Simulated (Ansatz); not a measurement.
`OC1(F)COC1` → `C=C(O)OCF`  (isomerisation)

Program: Ansatz. Geometries: PBE0-D4/def2-TZVP. ΔE: electronic, gas phase. CCSD(T)/CBS adds triple-zeta CCSD(T) − MP2 to the extrapolated MP2 energy (def2 sets, frozen cores). DFT in def2-TZVPP. B3LYP here is the variant with VWN-RPA as its local correlation; programs differ in this. One conformer a species, not always the lowest.

```csv
level,ΔE (kcal/mol)
PBE-D4,-8.5
B3LYP-D4,-11.3
ωB97X-V,-5.6
PBE,-8.7
SCS-MP2/def2-TZVPP,-7.8
CCSD/def2-TZVPP,-7.4
CCSD(T)/def2-TZVPP,-7.7
HF/def2-QZVPP,-11.4
```

(1) What does CCSD(T)/CBS give? (Best estimate.)

Largest T1 diagnostic among the species: 0.012.

## Answers

(1) Computed: -8.0 kcal/mol. The listed levels differ from it by -0.5, -3.3, 2.4, -0.7, 0.2, 0.6, 0.3, -3.4 kcal/mol.

In def2-TZVPP, CCSD(T) changes the Hartree–Fock value by +3.5 kcal/mol (the triples alone add −0.3 kcal/mol) and MP2 by +3.2 kcal/mol. From PBE to PBE0 (25 % exact exchange), in def2-TZVPP and without D4, ΔE moves by +1.5 kcal/mol.
